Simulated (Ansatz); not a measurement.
## hcp against bcc along the 5d metals

Theory: Ansatz 0.2.0, DFT, r2SCAN, plane waves (500 eV) with PAW, scalar-relativistic. The PAW files were generated under PBE, with cores re-solved for the functional.

Each structure is relaxed within its symmetry, in the lowest magnetic state of the tried starts. Differences under about 8 meV lie within the error of the k-point mesh. Some of these cells lie far above the measured volume under this functional.

```
element  E(hcp) − E(bcc) (meV/atom)  V(hcp) (Å³/atom)  V(bcc) (Å³/atom)       state of hcp       state of bcc
     Lu                        -113             29.09             29.61  spin not included  spin not included
     Hf                        -208             22.38             22.22  spin not included  spin not included
     Ta                         305             18.49             18.08  spin not included  spin not included
      W                         574             16.31             15.92  spin not included  spin not included
     Re                        -267             14.70             14.83  spin not included  spin not included
     Os                        -933             14.02             14.49  spin not included  spin not included
     Ir                        -537             14.27             14.80       non-magnetic      ferromagnetic
     Pt                         -26             15.42             15.48  spin not included       non-magnetic
     Au                         -12             17.56             17.58  spin not included  spin not included
     Hg                           4             27.76             26.65  spin not included  spin not included
```
